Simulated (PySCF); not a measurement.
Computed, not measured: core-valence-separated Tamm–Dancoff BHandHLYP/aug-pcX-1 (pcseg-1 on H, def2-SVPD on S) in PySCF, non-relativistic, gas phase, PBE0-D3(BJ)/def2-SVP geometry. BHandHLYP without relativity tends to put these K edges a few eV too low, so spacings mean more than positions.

Main lines of an unknown, eV (oscillator strength): C K: 284.8 (0.117), 285.5 (0.022), 286.0 (0.033), 286.3 (0.054), 286.5 (0.027). Listed: the first five lines at most of each edge with a tenth or more of its strongest line's intensity; roots within 0.03 eV on the same or equivalent atoms are summed. Only the lowest roots were sought, and the top ones are left out.

Question: Which candidate gives them?
A. `C[C@@H]1S[C@H]1C` (trans-2,3-dimethylthiirane)
B. `CC(C)(C)CS` (neopentyl mercaptan)

Answer: A. 

- `C[C@@H]1S[C@H]1C`: C K: 284.8 (0.117), 285.5 (0.022), 286.0 (0.033), 286.3 (0.054), 286.5 (0.027). First C line listed at 284.8 eV, hole on the sp3 carbon bound to sulfur.
- `CC(C)(C)CS`: C K: 285.3 (0.034), 285.4 (0.052), 286.0 (0.056), 286.1 (0.029), 286.1 (0.053). First C line listed at 285.3 eV, hole on the methyl carbon.

One conformer each; other structures than these candidates weren't tested.
